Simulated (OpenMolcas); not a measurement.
**KT2/ANO-RCC-VDZ (DKH8) run of C2ClF3 (chlorotrifluoroethylene)**

What is the vertical ionisation energy of C2ClF3 (chlorotrifluoroethylene) at KT2/ANO-RCC-VDZ (DKH8)? 

The calculation is run with OpenMolcas 26.06.

## 1. The molecule

C2ClF3 has 6 atoms, charge 0, and is taken as a singlet. SMILES: `FC(F)=C(F)Cl`. The coordinates come from a GFN2-xTB relaxation.

Bond lengths: F1–C2 1.321 Å, C2–F3 1.321 Å, C2–C4 1.332 Å, C4–F5 1.334 Å, C4–Cl6 1.708 Å. Angles: F1–C2–F3 111.5°, F1–C2–C4 124.9°, F3–C2–C4 123.6°, C2–C4–F5 120.5°, C2–C4–Cl6 124.2°, F5–C4–Cl6 115.3°.

## 2. The energy at KT2/ANO-RCC-VDZ (DKH8)

The input, job.input:

```
* C2ClF3 Kohn-Sham DFT
>>> EXPORT MOLCAS_PRINT=2

&GATEWAY
  Coord
  6
  bohr
  F      1.42390863    -3.15427416     0.24906590
  C     -0.14558450    -1.22219927     0.44529506
  F     -2.22483126    -1.85108123     1.67713194
  C      0.28561321     1.08077217    -0.47241263
  F      2.42799571     1.58963762    -1.70001652
  Cl    -1.76712069     3.55716377    -0.19904485
  Basis = ANO-RCC-VDZ
  Group = NoSym

&SEWARD
  Relativistic = R08O02
  Expert

&SCF
  KSDFT = KT2
  PrOrbitals = 1 1
```

Command:

```sh
$ export MOLCAS_MEM=1860
$ pymolcas job.input > job.log
```

Log:

```text
--- Start Module: gateway ---
[...]
--- Stop Module: gateway /rc=_RC_ALL_IS_WELL_ ---
--- Start Module: seward ---
[...]
 ###    WARNING:  EXPERT option is ON!                                       ###
 ###############################################################################
               SEWARD will generate:
[...]
      Basis functions           58
--- Stop Module: seward /rc=_RC_ALL_IS_WELL_ ---
[...]
--- Start Module: scf ---
[...]
       Convergence after  14 Iterations
[...]
::    Total KS-DFT energy                            -846.3040953618
[...]
      Total spin, S                                     0.0000000000
[...]
      Total electronic charge=   56.000000
      Total            charge=   -0.000000
[...]
      Dipole Moment (debye):
      Origin of the operator (angstrom)=   -0.1333    0.2638   -0.0136
                   X= -4.8005E-01               Y=  4.9269E-01               Z=  9.0291E-02           Total=  6.9379E-01
      Quadrupole Moment (debye*angstrom):
[...]
--- Stop Module: scf /rc=_RC_ALL_IS_WELL_ ---
[...]
```

Run time: 11 s. Hardware: 1 thread of Arm Neoverse V1, shared host; peak memory 0.4 GiB.

## 3. The doublet cation at the same level

The input, job.inp:

```
&gateway
coord
6
bohr
F      1.42390863    -3.15427416     0.24906590
C     -0.14558450    -1.22219927     0.44529506
F     -2.22483126    -1.85108123     1.67713194
C      0.28561321     1.08077217    -0.47241263
F      2.42799571     1.58963762    -1.70001652
Cl    -1.76712069     3.55716377    -0.19904485
basis=ANO-RCC-VDZ
group=NoSym
&seward
relativistic=R08O02
expert
&scf
uhf
charge=1
spin=2
ksdft=KT2
prorbitals=1 1
```

Command:

```sh
$ export MOLCAS_MEM=1860
$ pymolcas job.inp > job.log
```

Log:

```text
--- Start Module: gateway ---
[...]
--- Stop Module: gateway /rc=_RC_ALL_IS_WELL_ ---
--- Start Module: seward ---
[...]
 ###    WARNING:  EXPERT option is ON!                                       ###
 ###############################################################################
               SEWARD will generate:
[...]
      Basis functions           58
--- Stop Module: seward /rc=_RC_ALL_IS_WELL_ ---
[...]
--- Start Module: scf ---
[...]
       Convergence after  21 Iterations
[...]
::    Total KS-DFT energy                            -845.9299009996
[...]
      Total spin, S                                     0.5006736000
[...]
      Total electronic charge=   55.000000
      Total            charge=    1.000000
[...]
      Dipole Moment (debye):
      Origin of the operator (angstrom)=   -0.1333    0.2638   -0.0136
                   X= -7.3839E-01               Y=  9.1044E-01               Z=  9.2289E-02           Total=  1.1759E+00
      Center of Charge (angstrom)
[...]
--- Stop Module: scf /rc=_RC_ALL_IS_WELL_ ---
[...]
```

It took 16 s on 1 thread of Arm Neoverse V1, shared host; peak memory 0.4 GiB.

## 4. Results

Level: KT2/ANO-RCC-VDZ (DKH8).

| quantity | value |
| --- | --- |
| singlet C2ClF3: total energy | -846.30410 Eh |
| singlet C2ClF3: dipole moment | 0.69 D |
| singlet C2ClF3: HOMO energy | -6.76 eV |
| singlet C2ClF3: LUMO energy | -1.37 eV |
| singlet C2ClF3: HOMO–LUMO gap | 5.39 eV |
| doublet cation: total energy | -845.92990 Eh |
| doublet cation: HOMO energy (highest over α and β) | -14.44 eV |
| doublet cation: LUMO energy (lowest over α and β) | -13.59 eV |
| doublet cation: ⟨S²⟩ | 0.751 |
| vertical ionisation energy (to the doublet cation) | 10.182 eV |

What this shows: Removing an electron at fixed nuclei costs 10.18 eV (235 kcal/mol). −ε(HOMO) before ionisation, 6.76 eV, is 3.42 eV below this ionisation energy. Mulliken charges (doublet cation) run from -0.03 on C4 to +0.54 on C2.
